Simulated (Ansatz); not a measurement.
# Predicting a hybrid from its neighbours: CHCl2F (dichlorofluoromethane)

CHCl2F: 5 atoms, total charge 0, spin state singlet. As SMILES, `FC(Cl)Cl`. The coordinates come from a PBE0-D4/def2-TZVP relaxation.

The vertical energy of the triplet above the singlet y, in eV, basis def2-SVPD; a is the functional's share of exact exchange. Programs: Ansatz 0.2.0.

| functional | program | a | y (eV) |
| --- | --- | --- | --- |
| BLYP | Ansatz | 0 | 6.14 |
| r2SCAN | Ansatz | 0 | 6.39 |
| B3LYP | Ansatz | 0.2 | ? |
| PBE0 | Ansatz | 0.25 | 6.59 |
| r2SCAN0 | Ansatz | 0.25 | 6.66 |
| BHLYP | Ansatz | 0.5 | 6.82 |

**Question.** Fit y = c + s·a to the known rows and predict B3LYP.

**Answer.** 
1. Means of the 5 rows: a = 0.2000, y = 6.520.
2. Σ(Δa)² = 0.175, Σ(Δa·Δy) = 0.2025, so the slope is 0.2025/0.175 = 1.1571.
3. Intercept: 6.520 − (1.1571) × 0.2000 = 6.289. The largest residual of the fit is 0.15.
4. B3LYP: 6.289 + (1.1571) × 0.2 = 6.52 eV.

The run gave 6.49 eV, so the prediction is off by +0.03 eV, within the scatter of the fit. The rows mix families of semi-local functionals, which the line can't see.
